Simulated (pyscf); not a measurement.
A first-order saddle from PySCF, ωB97X-D3(BJ)/def2-SVP:

```
C
O 1 1.2402
O 1 1.3392 2 122.83
H 3 0.9705 1 107.47 2 -6.70
H 1 1.1021 2 124.44 3 171.55
H 2 1.3829 1 118.05 5 93.76
```
Charge 0, spin multiplicity 2.

Surface: doublet, charge 0. Lowest wavenumbers (cm⁻¹): 1827i, 278, 579, 609, 746.

Task: Which two sides does it connect, and which bonds change?

Result: O=CH–OH + H• <-> HO–CH•–OH, an addition read from left to right: none broken and H–O formed. At CCSD(T)/def2-TZVPP + ΔMP2(QZVPP) it lies +14.3 kcal/mol from the left side and +30.2 kcal/mol from the right (each side as separated species at their lowest minima found). This is the saddle that the search found; another between the same sides may lie lower. The CCSD(T) − MP2 part came from Ansatz, without density fitting, on the same reference. A UHF reference is spin-contaminated (<S²> up to 0.87), which harms MP2 most.
